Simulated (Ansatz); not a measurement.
CH$_{4}$ ··· CH$_{2}$O

The pair of CH$_{4}$ (SMILES C, atoms 1–5) and CH$_{2}$O (SMILES C=O, atoms 6–9), both closed shells, in one local arrangement (a lower one may exist), relaxed at PBE0-D4/def2-TZVP:

C1  (-0.215, 0.035, -1.523)
H2  (-1.204, -0.205, -1.132)
H3  (-0.274, 0.154, -2.604)
H4  (0.478, -0.774, -1.290)
H5  (0.138, 0.963, -1.074)
C6  (0.270, -0.047, 1.904)
O7  (0.085, 1.060, 2.314)
H8  (-0.552, -0.785, 1.809)
H9  (1.275, -0.400, 1.596)
(Å)

Ansatz 0.2.0; basis: def2-TZVPPD, with def2-QZVPPD for the basis limit; cores frozen in the correlated methods. B3LYP uses VWN-RPA correlation. Extrapolation: Hartree–Fock as exp(−7.88 √X), correlation as X^−2.97. Interaction energies count from these two fragments, frozen as in the pair, with the counterpoise correction; negative means bound.

**Question.** What is the interaction energy by CCSD(T) at an estimated basis limit (MP2 extrapolated from triple and quadruple zeta, plus CCSD(T) − MP2 in triple zeta)? (To be estimated.)

**Answer.** The calculation gives: -0.80 kcal/mol. Hartree–Fock alone gives 0.27 kcal/mol at the basis limit, so without correlation the pair would not bind at this distance. It counts from the two fragments frozen as in the pair.

The same quantity by other methods in triple zeta, and each one's difference from that estimate:
```
   method  E_int (kcal/mol)  difference
   PBE-D4             -0.96       -0.16
revPBE-D4             -0.77        0.02
  BLYP-D4             -0.59        0.21
r2SCAN-D4             -0.86       -0.06
   B97M-V             -0.75        0.05
  PBE0-D4             -0.86       -0.06
 B3LYP-D4             -0.70        0.09
 HSE06-D4             -0.86       -0.06
  wB97X-V             -0.81       -0.02
  wB97M-V             -0.74        0.06
   B2PLYP             -0.17        0.62
       HF              0.28        1.08
      MP2             -0.70        0.10
     CCSD             -0.54        0.26
  CCSD(T)             -0.69        0.11
```
Differences are method less estimate.

**Question.** Which atoms make the shortest contact between the fragments?

**Answer.** H4 and H9, 3.02 Å apart.

Basis-set superposition shift (counterpoise-corrected less uncorrected): CCSD(T) 0.24; MP2 0.24; HF 0.02; PBE0-D4 0.03; wB97M-V 0.03 kcal/mol.

T1 diagnostic: at most 0.016.

For scale, one of the runs: CCSD(T)/def2-TZVPPD, 216 basis functions (an equivalent command: `ansatz run in.yaml --threads 2`). The run took 41 s on 2 CPU threads (shared host), with 3.3 GiB of host memory at its peak.
